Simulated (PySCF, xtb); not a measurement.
B(Cl)3 anion (BCl₃), SMILES ClB(Cl)Cl (connectivity only; charge and spin as stated), charge -1, multiplicity 2. Atoms are numbered in the order given.

```xyz
4

B      0.0000     0.0000    -0.4893
Cl     1.5514    -0.8957     0.0480
Cl    -1.5514    -0.8957     0.0480
Cl     0.0000     1.7914     0.0480
```
Charge -1, spin multiplicity 2.

Geometry: B3LYP-D3(BJ)/def2-SVPD. The multiplicity is an assumed one; other spin states were not compared. The isomer is the one that the SMILES or the coordinates give; other isomers of the formula were not compared.

Method: C-PCM-B3LYP/def2-SVPD (PySCF).

The values are the electrostatic part of the solvation free energy, E(continuum) − E(gas) at the gas-phase geometry, in a cavity of scaled van der Waals radii (PySCF's table); cavitation and dispersion terms are not included.

```tsv
solvent	ε	ΔG(elec) (kcal/mol)
water	78.36	[?]
methanol	32.61	-49.2
toluene	2.37	-29.2
```

Fill in the missing entries. (An estimate is asked for; the answer gives what the named calculation found.)


- water, ΔG(elec) (kcal/mol): -50.1

For comparison, GFN2-xTB/ALPB(water) (xtb, at the GFN2-xTB geometry, all terms of that model) gives -48.5 kcal/mol.
